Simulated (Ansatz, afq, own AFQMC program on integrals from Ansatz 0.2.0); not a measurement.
# BNH2, singlet: AFQMC among the cluster methods

```tsv
atom	x (Å)	y (Å)	z (Å)
B	0.0000	0.0000	0.8588
N	0.0000	0.0000	-0.5086
H	0.0000	-0.8409	-1.0720
H	0.0000	0.8409	-1.0720
```

Connectivity, by distances: B–NH2.

Basis cc-pVDZ. Noble-gas cores (and the filled d shells of Ga–Kr and In–Xe) are frozen. Ansatz 0.2.0 and our own AFQMC program on the same integrals; the CISD trial comes from CCSD amplitudes, and released means the phaseless constraint is let go. Uncertainties: one standard error, sampling alone.

Determinant: UHF, the one that the program's search chose, which needn't be the lowest solution. The geometry is a PBE0/def2-TZVP stationary point of this or a neighbouring charge and spin state.

No full CI on the walks' own integrals is used here; CCSDT(Q) serves as the reference and is uncertain by about the last step of the cluster series.

Cautions: an unrestricted solution with more broken spin lies lower (52 meV, ⟨S²⟩ 0.27), while this determinant keeps restricted orbitals.

The T1 diagnostic is 0.0147, the weight of the determinant in the CISD state is 0.883 and the ⟨S²⟩ of the determinant is 0.000. The size of the correlated space is 10 electrons in 36 orbitals.

```tsv
level	correlation energy (eV)
MP2	-6.3073
CCSD	-7.0499
CCSD(T)	-7.2503
```

Task: Estimate where phaseless AFQMC with a CISD trial lies against CCSD(T) on the same integrals.

Result: 40.2 ± 16.5 meV below CCSD(T).

Reference: CCSDT(Q), correlation energy -7.285 eV. The released energy is read at 2.40 1/Eh (meV from the phaseless value at times in 1/Eh: 9 ± 12 at 0.24, 14 ± 13 at 0.51, 31 ± 12 at 0.99, 11 ± 15 at 1.62, 18 ± 13 at 2.40).

```
         level  E − E(reference) (meV)  share of correlation (%)
       CCSD(T)                    34.6                     99.52
         CCSDT                    16.7                     99.77
 ph-AFQMC/CISD             -5.6 ± 16.5                    100.08
released AFQMC             12.1 ± 13.5                     99.83
```

A walk keeps the symmetry of its determinant, which the program's search chose and which needn't be the lowest solution, so a lower state of the same spin and another symmetry isn't excluded. Released energies are given only where the last usable release times agree within the noise; a slower fall can still hide under it.
